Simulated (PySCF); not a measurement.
# B, B⁺, B²⁺, B³⁺: ionisation energies in def2-QZVPPD, part 3 of 3

Wanted: the ionisation energy of boron, up a ladder of methods.

PySCF 2.14.0; def2-QZVPPD, the non-relativistic Hamiltonian (point nucleus). The scripts are equivalent inputs of a driver's runs. The steps go on from the part before.

### 7 B²⁺, continued

**MP2 (valence and next inner shell)**

input.py

```python
from pyscf import gto, scf, dft, mp, cc
import basis_set_exchange as bse
mol = gto.M(atom="B 0 0 0", charge=2, spin=1, symmetry="D2h",
            basis=gto.basis.parse(bse.get_basis("def2-QZVPPD", elements=["B"], fmt="nwchem")))
mf = scf.UHF(mol)
mf.irrep_nelec = {'Ag': (2, 1)}
mf.kernel()
mp.UMP2(mf, frozen=0).kernel()
```

No log was kept for this step.

It used 0.16 s of CPU time after the integrals (shared host).

With 3 electrons correlated, the MP2 correlation energy is -0.01703 hartree (-0.00036 same spin, -0.01667 opposite spin); the SCS form gives -0.02012. Largest pairs of shells: 1s-1s -0.0146, 1s-2s -0.0024, 2s-2s 0.0000.

### 8 B³⁺: the ladder of methods

**UHF**

input.py

```python
from pyscf import gto, scf, dft, mp, cc
import basis_set_exchange as bse
mol = gto.M(atom="B 0 0 0", charge=3, spin=0, symmetry="D2h",
            basis=gto.basis.parse(bse.get_basis("def2-QZVPPD", elements=["B"], fmt="nwchem")))
mf = scf.UHF(mol)
mf.irrep_nelec = {'Ag': (1, 1)}
mf.kernel()
```

Output:

```text
damping factor = 0
level_shift factor = 0
DIIS = <class 'pyscf.scf.diis.CDIIS'>
diis_start_cycle = 1
diis_space = 10
diis_damp = 0
SCF conv_tol = 1e-09
SCF conv_tol_grad = None
number electrons alpha = 1  beta = 1
cycle= 1 E= -21.986207847845  delta_E= 2.13e-14  |g|= 2.58e-08  |ddm|= 1.45e-07
converged SCF energy = -21.986207847845  <S^2> = 6.6613381e-16  2S+1 = 1
```

It used 0.3 s of CPU time after the integrals (shared host).

Orbital energies by shell (radii are means over both spins):

| shell | electrons | mean orbital energy (eV) | spread (eV) | rms radius (bohr) |
| --- | --- | --- | --- | --- |
| 1s | 2 | -259.65 | 0 | 0.377 |

⟨S²⟩ = 0.000, ⟨L²⟩ = 0.00.

**LDA**

input.py differs from the last one in:

```diff
@@ -4,3 +4,3 @@
             basis=gto.basis.parse(bse.get_basis("def2-QZVPPD", elements=["B"], fmt="nwchem")))
-mf = scf.UHF(mol)
+mf = dft.UKS(mol, xc="LDA,VWN")
 mf.irrep_nelec = {'Ag': (1, 1)}
```

Output:

```text
damping factor = 0
level_shift factor = 0
DIIS = <class 'pyscf.scf.diis.CDIIS'>
diis_start_cycle = 1
diis_space = 10
diis_damp = 0
SCF conv_tol = 1e-09
SCF conv_tol_grad = None
number electrons alpha = 1  beta = 1
XC functionals = LDA,VWN
    P. A. M. Dirac.,  Math. Proc. Cambridge Philos. Soc. 26, 376 (1930)
    F. Bloch.,  Z. Phys. 57, 545 (1929)
    S. H. Vosko, L. Wilk, and M. Nusair.,  Can. J. Phys. 58, 1200 (1980)
cycle= 1 E= -21.743105709876  delta_E= -0.00246  |g|= 0.0228  |ddm|= 0.0238
cycle= 2 E= -21.7431341960896  delta_E= -2.85e-05  |g|= 0.00277  |ddm|= 0.00198
cycle= 3 E= -21.7431346234282  delta_E= -4.27e-07  |g|= 4.88e-07  |ddm|= 0.000218
cycle= 4 E= -21.7431346234282  delta_E= -1.78e-14  |g|= 2.57e-09  |ddm|= 7.11e-08
converged SCF energy = -21.7431346234282  <S^2> = 1.110223e-15  2S+1 = 1
```

CPU time 0.26 s on a shared host, the integrals not counted.

**PBE**

input.py differs from the last one in:

```diff
@@ -4,3 +4,3 @@
             basis=gto.basis.parse(bse.get_basis("def2-QZVPPD", elements=["B"], fmt="nwchem")))
-mf = dft.UKS(mol, xc="LDA,VWN")
+mf = dft.UKS(mol, xc="PBE")
 mf.irrep_nelec = {'Ag': (1, 1)}
```

Output:

```text
damping factor = 0
level_shift factor = 0
DIIS = <class 'pyscf.scf.diis.CDIIS'>
diis_start_cycle = 1
diis_space = 10
diis_damp = 0
SCF conv_tol = 1e-09
SCF conv_tol_grad = None
number electrons alpha = 1  beta = 1
XC functionals = PBE
    J. P. Perdew, K. Burke, and M. Ernzerhof.,  Phys. Rev. Lett. 77, 3865 (1996)
    J. P. Perdew, K. Burke, and M. Ernzerhof.,  Phys. Rev. Lett. 78, 1396 (1997)
    J. P. Perdew, K. Burke, and M. Ernzerhof.,  Phys. Rev. Lett. 77, 3865 (1996)
    J. P. Perdew, K. Burke, and M. Ernzerhof.,  Phys. Rev. Lett. 78, 1396 (1997)
cycle= 1 E= -21.9819485065316  delta_E= -0.00142  |g|= 0.00798  |ddm|= 0.0296
cycle= 2 E= -21.9819519490758  delta_E= -3.44e-06  |g|= 0.000985  |ddm|= 0.000841
cycle= 3 E= -21.9819520062125  delta_E= -5.71e-08  |g|= 4.58e-06  |ddm|= 8.4e-05
cycle= 4 E= -21.9819520062136  delta_E= -1.1e-12  |g|= 7.83e-10  |ddm|= 4.34e-07
converged SCF energy = -21.9819520062136  <S^2> = -4.4408921e-16  2S+1 = 1
```

CPU time 0.35 s on a shared host, the integrals not counted.

**PBE0**

input.py differs from the last one in:

```diff
@@ -4,3 +4,3 @@
             basis=gto.basis.parse(bse.get_basis("def2-QZVPPD", elements=["B"], fmt="nwchem")))
-mf = dft.UKS(mol, xc="PBE")
+mf = dft.UKS(mol, xc="PBE0")
 mf.irrep_nelec = {'Ag': (1, 1)}
```

Output:

```text
damping factor = 0
level_shift factor = 0
DIIS = <class 'pyscf.scf.diis.CDIIS'>
diis_start_cycle = 1
diis_space = 10
diis_damp = 0
SCF conv_tol = 1e-09
SCF conv_tol_grad = None
number electrons alpha = 1  beta = 1
XC functionals = PBE0
    C. Adamo and V. Barone.,  J. Chem. Phys. 110, 6158 (1999)
    M. Ernzerhof and G. E. Scuseria.,  J. Chem. Phys. 110, 5029 (1999)
cycle= 1 E= -21.9943628899974  delta_E= -0.000721  |g|= 0.0048  |ddm|= 0.0206
cycle= 2 E= -21.9943635773847  delta_E= -6.87e-07  |g|= 0.000218  |ddm|= 0.000419
cycle= 3 E= -21.9943635804345  delta_E= -3.05e-09  |g|= 1.06e-05  |ddm|= 2.1e-05
cycle= 4 E= -21.9943635804393  delta_E= -4.79e-12  |g|= 2.83e-08  |ddm|= 8.42e-07
converged SCF energy = -21.9943635804393  <S^2> = 0  2S+1 = 1
```

CPU time 0.44 s on a shared host, the integrals not counted.

**r2SCAN**

input.py differs from the last one in:

```diff
@@ -4,3 +4,3 @@
             basis=gto.basis.parse(bse.get_basis("def2-QZVPPD", elements=["B"], fmt="nwchem")))
-mf = dft.UKS(mol, xc="PBE0")
+mf = dft.UKS(mol, xc="R2SCAN")
 mf.irrep_nelec = {'Ag': (1, 1)}
```

Output:

```text
damping factor = 0
level_shift factor = 0
DIIS = <class 'pyscf.scf.diis.CDIIS'>
diis_start_cycle = 1
diis_space = 10
diis_damp = 0
SCF conv_tol = 1e-09
SCF conv_tol_grad = None
number electrons alpha = 1  beta = 1
XC functionals = R2SCAN
    J. W. Furness, A. D. Kaplan, J. Ning, J. P. Perdew, and J. Sun.,  J. Phys. Chem. Lett. 11, 8208-8215 (2020)
    J. W. Furness, A. D. Kaplan, J. Ning, J. P. Perdew, and J. Sun.,  J. Phys. Chem. Lett. 11, 9248-9248 (2020)
    J. W. Furness, A. D. Kaplan, J. Ning, J. P. Perdew, and J. Sun.,  J. Phys. Chem. Lett. 11, 8208-8215 (2020)
    J. W. Furness, A. D. Kaplan, J. Ning, J. P. Perdew, and J. Sun.,  J. Phys. Chem. Lett. 11, 9248-9248 (2020)
cycle= 1 E= -22.0331193919348  delta_E= -0.000376  |g|= 0.0032  |ddm|= 0.015
cycle= 2 E= -22.0331198676048  delta_E= -4.76e-07  |g|= 0.000117  |ddm|= 0.000498
cycle= 3 E= -22.0331198691675  delta_E= -1.56e-09  |g|= 1.06e-05  |ddm|= 3.22e-05
cycle= 4 E= -22.033119869174  delta_E= -6.55e-12  |g|= 5.15e-07  |ddm|= 2.29e-06
converged SCF energy = -22.033119869174  <S^2> = 8.8817842e-16  2S+1 = 1
```

It used 0.82 s of CPU time after the integrals (shared host).

**M06**

input.py differs from the last one in:

```diff
@@ -4,3 +4,3 @@
             basis=gto.basis.parse(bse.get_basis("def2-QZVPPD", elements=["B"], fmt="nwchem")))
-mf = dft.UKS(mol, xc="R2SCAN")
+mf = dft.UKS(mol, xc="M06")
 mf.irrep_nelec = {'Ag': (1, 1)}
```

Output:

```text
damping factor = 0
level_shift factor = 0
DIIS = <class 'pyscf.scf.diis.CDIIS'>
diis_start_cycle = 1
diis_space = 10
diis_damp = 0
SCF conv_tol = 1e-09
SCF conv_tol_grad = None
number electrons alpha = 1  beta = 1
XC functionals = M06
    Y. Zhao and D. G. Truhlar.,  Theor. Chem. Acc. 120, 215 (2008)
    Y. Zhao and D. G. Truhlar.,  Theor. Chem. Acc. 120, 215 (2008)
cycle= 1 E= -22.0488552359411  delta_E= -0.001  |g|= 0.0117  |ddm|= 0.0392
cycle= 2 E= -22.0488566672411  delta_E= -1.43e-06  |g|= 0.000359  |ddm|= 0.00174
cycle= 3 E= -22.048856668978  delta_E= -1.74e-09  |g|= 7.09e-06  |ddm|= 5.46e-05
cycle= 4 E= -22.0488566689797  delta_E= -1.66e-12  |g|= 2.35e-08  |ddm|= 7.76e-07
converged SCF energy = -22.0488566689797  <S^2> = 4.4408921e-16  2S+1 = 1
```

CPU time 0.91 s on a shared host, the integrals not counted.

**TPSSh**

input.py differs from the last one in:

```diff
@@ -4,3 +4,3 @@
             basis=gto.basis.parse(bse.get_basis("def2-QZVPPD", elements=["B"], fmt="nwchem")))
-mf = dft.UKS(mol, xc="M06")
+mf = dft.UKS(mol, xc="TPSSH")
 mf.irrep_nelec = {'Ag': (1, 1)}
```

Output:

```text
damping factor = 0
level_shift factor = 0
DIIS = <class 'pyscf.scf.diis.CDIIS'>
diis_start_cycle = 1
diis_space = 10
diis_damp = 0
SCF conv_tol = 1e-09
SCF conv_tol_grad = None
number electrons alpha = 1  beta = 1
XC functionals = TPSSH
    V. N. Staroverov, G. E. Scuseria, J. Tao, and J. P. Perdew.,  J. Chem. Phys. 119, 12129 (2003)
cycle= 1 E= -22.037552247365  delta_E= -0.000274  |g|= 0.00191  |ddm|= 0.0127
cycle= 2 E= -22.037552374541  delta_E= -1.27e-07  |g|= 9.01e-05  |ddm|= 0.000183
cycle= 3 E= -22.0375523751249  delta_E= -5.84e-10  |g|= 5.08e-06  |ddm|= 1.05e-05
converged SCF energy = -22.0375523751249  <S^2> = 2.6645353e-15  2S+1 = 1
```

CPU time 0.77 s on a shared host, the integrals not counted.

**wB97X**

input.py differs from the last one in:

```diff
@@ -4,3 +4,3 @@
             basis=gto.basis.parse(bse.get_basis("def2-QZVPPD", elements=["B"], fmt="nwchem")))
-mf = dft.UKS(mol, xc="TPSSH")
+mf = dft.UKS(mol, xc="WB97X")
 mf.irrep_nelec = {'Ag': (1, 1)}
```

Output:

```text
damping factor = 0
level_shift factor = 0
DIIS = <class 'pyscf.scf.diis.CDIIS'>
diis_start_cycle = 1
diis_space = 10
diis_damp = 0
SCF conv_tol = 1e-09
SCF conv_tol_grad = None
number electrons alpha = 1  beta = 1
XC functionals = WB97X
    J.-D. Chai and M. Head-Gordon.,  J. Chem. Phys. 128, 084106 (2008)
cycle= 1 E= -22.0738960182139  delta_E= -0.000451  |g|= 0.00288  |ddm|= 0.0353
cycle= 2 E= -22.0738965652058  delta_E= -5.47e-07  |g|= 0.000214  |ddm|= 0.000825
cycle= 3 E= -22.0738965662417  delta_E= -1.04e-09  |g|= 4.69e-06  |ddm|= 2.67e-05
cycle= 4 E= -22.0738965662432  delta_E= -1.57e-12  |g|= 7.93e-08  |ddm|= 1.15e-06
converged SCF energy = -22.0738965662432  <S^2> = 1.110223e-15  2S+1 = 1
```

CPU time 0.71 s on a shared host, the integrals not counted.

**HSE06**

input.py differs from the last one in:

```diff
@@ -4,3 +4,3 @@
             basis=gto.basis.parse(bse.get_basis("def2-QZVPPD", elements=["B"], fmt="nwchem")))
-mf = dft.UKS(mol, xc="WB97X")
+mf = dft.UKS(mol, xc="HSE06")
 mf.irrep_nelec = {'Ag': (1, 1)}
```

Output:

```text
damping factor = 0
level_shift factor = 0
DIIS = <class 'pyscf.scf.diis.CDIIS'>
diis_start_cycle = 1
diis_space = 10
diis_damp = 0
SCF conv_tol = 1e-09
SCF conv_tol_grad = None
number electrons alpha = 1  beta = 1
XC functionals = HSE06
    J. Heyd, G. E. Scuseria, and M. Ernzerhof.,  J. Chem. Phys. 118, 8207 (2003)
    J. Heyd, G. E. Scuseria, and M. Ernzerhof.,  J. Chem. Phys. 124, 219906 (2006)
    A. V. Krukau, O. A. Vydrov, A. F. Izmaylov, and G. E. Scuseria.,  J. Chem. Phys. 125, 224106 (2006)
cycle= 1 E= -21.9978341203385  delta_E= -0.000767  |g|= 0.00486  |ddm|= 0.0212
cycle= 2 E= -21.9978347964175  delta_E= -6.76e-07  |g|= 0.000243  |ddm|= 0.000412
cycle= 3 E= -21.9978347999647  delta_E= -3.55e-09  |g|= 1.04e-05  |ddm|= 2.2e-05
cycle= 4 E= -21.9978347999694  delta_E= -4.69e-12  |g|= 2.14e-08  |ddm|= 8.13e-07
converged SCF energy = -21.9978347999694  <S^2> = 4.4408921e-16  2S+1 = 1
```

It used 0.8 s of CPU time after the integrals (shared host).

### 9 B³⁺, continued

**MP2 (valence and next inner shell)**

Edit input.py of step 8 so:

```diff
@@ -4,4 +4,5 @@
             basis=gto.basis.parse(bse.get_basis("def2-QZVPPD", elements=["B"], fmt="nwchem")))
-mf = dft.UKS(mol, xc="HSE06")
+mf = scf.UHF(mol)
 mf.irrep_nelec = {'Ag': (1, 1)}
 mf.kernel()
+mp.UMP2(mf, frozen=0).kernel()
```

The driver printed no log here.

CPU time 0.15 s on a shared host, the integrals not counted.

With 2 electrons correlated, the MP2 correlation energy is -0.01581 hartree (0.00000 same spin, -0.01581 opposite spin); the SCS form gives -0.01897. Largest pairs of shells: 1s-1s -0.0158.

### 10 How the shells move

Highest occupied Hartree-Fock shell of each state: B 2p α at -8.676 eV; B⁺ 2s at -23.778 eV; B²⁺ 2s α at -37.823 eV; B³⁺ 1s at -259.65 eV.

### 11 The energy differences

Ionisation energy: B [He] 2s2 2p1 (2P) → B⁺ [He] 2s2 (1S).

| method | value (eV) | error (eV) | CPU time, both states (s) |
| --- | --- | --- | --- |
| UHF | 8.043 | -0.254 | 2.1 |
| LDA | 8.645 | +0.348 | 0.66 |
| PBE | 8.671 | +0.375 | 0.82 |
| PBE0 | 8.646 | +0.350 | 1.1 |
| r2SCAN | 8.766 | +0.469 | 2 |
| M06 | 8.443 | +0.146 | 2.4 |
| TPSSh | 8.748 | +0.452 | 2.1 |
| wB97X | 8.508 | +0.211 | 1.8 |
| HSE06 | 8.654 | +0.357 | 1.9 |
| MP2 (valence) | 8.291 | -0.006 | 2.4 |
| SCS-MP2 (valence) | 8.260 | -0.036 | 2.4 |
| MP2 (valence and next inner shell) | 8.309 | +0.012 | 2.4 |
| SCS-MP2 (valence and next inner shell) | 8.273 | -0.023 | 2.4 |

Reference: 8.297 eV (measured; NIST levels, between the centres of gravity of the two terms). Errors of the correlated levels include the incompleteness of this basis.

Ionisation energy: B⁺ [He] 2s2 (1S) → B²⁺ [He] 2s1 (2S).

| method | value (eV) | error (eV) | CPU time, both states (s) |
| --- | --- | --- | --- |
| UHF | 23.443 | -1.712 | 0.62 |
| LDA | 24.554 | -0.601 | 0.57 |
| PBE | 24.606 | -0.549 | 0.68 |
| PBE0 | 24.561 | -0.594 | 0.87 |
| r2SCAN | 24.257 | -0.898 | 1.6 |
| M06 | 24.497 | -0.658 | 2 |
| TPSSh | 24.642 | -0.513 | 1.9 |
| wB97X | 24.260 | -0.895 | 1.5 |
| HSE06 | 24.557 | -0.597 | 1.7 |
| MP2 (valence) | 24.466 | -0.689 |  |
| SCS-MP2 (valence) | 24.671 | -0.484 |  |
| MP2 (valence and next inner shell) | 24.490 | -0.665 | 0.93 |
| SCS-MP2 (valence and next inner shell) | 24.691 | -0.464 | 0.93 |

Reference: 25.155 eV (measured; NIST levels, between the centres of gravity of the two terms). Errors of the correlated levels include the incompleteness of this basis.

Ionisation energy: B²⁺ [He] 2s1 (2S) → B³⁺ 1s2 (1S).

| method | value (eV) | error (eV) | CPU time, both states (s) |
| --- | --- | --- | --- |
| UHF | 37.819 | -0.112 | 0.63 |
| LDA | 37.899 | -0.032 | 0.52 |
| PBE | 38.290 | +0.360 | 0.69 |
| PBE0 | 38.231 | +0.300 | 0.87 |
| r2SCAN | 37.862 | -0.068 | 1.6 |
| M06 | 37.665 | -0.266 | 1.8 |
| TPSSh | 38.151 | +0.220 | 1.7 |
| wB97X | 37.417 | -0.513 | 1.4 |
| HSE06 | 38.225 | +0.294 | 1.6 |
| MP2 (valence and next inner shell) | 37.852 | -0.079 | 0.94 |
| SCS-MP2 (valence and next inner shell) | 37.850 | -0.081 | 0.94 |

Reference: 37.931 eV (measured; NIST levels, between the centres of gravity of the two terms). Errors of the correlated levels include the incompleteness of this basis.

Times are CPU seconds on a shared host without the integrals; correlated rows include their Hartree-Fock run, whose time holds the symmetry-adapted start and any spin-orbit constants, while functionals begin from orbitals already made.

### 12 Outcome

The summary covers parts 1 to 3.

| quantity | value |
| --- | --- |
| ionisation energy, B | UHF 8.043, MP2 (valence and next inner shell) 8.309 eV; reference 8.297 |
| ionisation energy, B⁺ | UHF 23.443, MP2 (valence and next inner shell) 24.490 eV; reference 25.155 |
| ionisation energy, B²⁺ | UHF 37.819, MP2 (valence and next inner shell) 37.852 eV; reference 37.931 |

Accuracy against cost (mean over 3 differences):

| method | mean absolute miss against the measured values (with the measured fine structure taken into account where it is known) (eV) | CPU time, both states (s) |
| --- | --- | --- |
| UHF | 0.693 | 1.1 |
| LDA | 0.327 | 0.58 |
| PBE | 0.428 | 0.73 |
| PBE0 | 0.414 | 0.93 |
| r2SCAN | 0.479 | 1.8 |
| M06 | 0.357 | 2.1 |
| TPSSh | 0.395 | 1.9 |
| wB97X | 0.540 | 1.6 |
| HSE06 | 0.416 | 1.7 |
| MP2 (valence and next inner shell) | 0.252 | 1.4 |
| SCS-MP2 (valence and next inner shell) | 0.189 | 1.4 |

**Reading.** The coupled-cluster values of one difference were set aside by the checks on these runs and are not quoted; the lower level shown rests on the same reference and is no safer. Against experiment SCS-MP2 (valence and next inner shell) comes closest (mean absolute error over 3 measured values 0.19 eV) and UHF is farthest (0.69 eV). Hartree-Fock falls short because the species with more electrons holds more correlation energy, which it lacks. PBE is off by +0.37, -0.55, +0.36 eV. The basis is finite, and no extrapolation was made. The dearest level timed, M06, costs 3.5 times the cheapest, LDA, and differs from the measured values (with the measured fine structure taken into account where it is known) by 0.36 against 0.33 eV.
